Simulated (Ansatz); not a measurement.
We consider diamond-structure Ge, described by G0W0@PBE0 (hard PAW, contour deformation; Ansatz, an electronic-structure program).

The same calculation (at the measured cell, 22.641 Å³/atom) with different numerical settings; throughout: k mesh 2×2×2:

| run | response cutoff (eV) | empty bands | quasiparticle gap on the mesh (eV) | quasiparticle gap at Γ (eV) | rough time |
|---|---|---|---|---|---|
| 1 | 100 | 189 | 1.154 | 1.543 | 30 core-s |
| 2 | 150 | 347 | 1.158 | 1.479 | 50 core-s |
| 3 | 200 | 534 | 1.159 | 1.448 | 90 core-s |
| 4 | 250 | 747 | 1.159 | 1.431 | 3 core-min |
| 5 | 300 | 982 | 1.158 | 1.421 | 6 core-min |
| 6 | 400 | 1511 | 1.158 | 1.409 | 20 core-min |

In the column quasiparticle gap at Γ (eV) the first row differs from the last by +0.134 and the next to last by +0.012.

The last row is no converged limit: other settings stay fixed.

Spin–orbit coupling is not included.

Note: filled d or f shells below the valence bands can shift G0W0 gaps through exchange with them, which wasn't tested here. Note: GW on a hybrid start was not checked against another program.
